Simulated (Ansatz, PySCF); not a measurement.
This PySCF input computes a CCSD(T)/cc-pVDZ energy:

```python
from pyscf import gto, scf, mp, cc as ccmod

mol = gto.M(
    atom='''
    N    -0.00000000    0.00000000    0.00000000
    H    -0.01073378    1.02502493   -0.03038898
    H     0.89333025   -0.50366246    0.00006664
    H    -0.88259648   -0.52136248    0.03032234
    ''',
    basis='cc-pvdz',
    charge=1,
    spin=1,
    verbose=4,
)

mf = scf.UHF(mol)
mf.conv_tol = 1e-10
mf.max_cycle = 100
mf.kernel()
mo, _, stable, _ = mf.stability(return_status=True)
if not stable:
    mf.kernel(mf.make_rdm1(mo, mf.mo_occ))
mp2 = mp.MP2(mf, frozen=1).run()
cc = ccmod.CCSD(mf, frozen=1)
cc.max_cycle = 100
cc.kernel()
et = cc.ccsd_t()
print(f'E(CCSD(T)) = {cc.e_tot + et:.9f}')
```

Question: Write an input for the same energy in Ansatz (an electronic-structure program) and say what it gives.

Answer: 
Ansatz 0.2 input:
```yaml
crystal:
  periodic: [false, false, false]
  atoms:
    - {symbol: N, position_ang: [-0.00000000, 0.00000000, 0.00000000]}
    - {symbol: H, position_ang: [-0.01073378, 1.02502493, -0.03038898]}
    - {symbol: H, position_ang: [0.89333025, -0.50366246, 0.00006664]}
    - {symbol: H, position_ang: [-0.88259648, -0.52136248, 0.03032234]}
basis:
  gaussian:
    orbitals: cc-pVDZ
total_charge: 1
magnetization: {spin_polarized: true, initial_magnetization: 1}
correlation: {method: ccsd_t, electrons: outside_noble_gas}
```
It gives -56.05026 Eh, and PySCF -56.05026 Eh, a difference of 0.00 mEh.
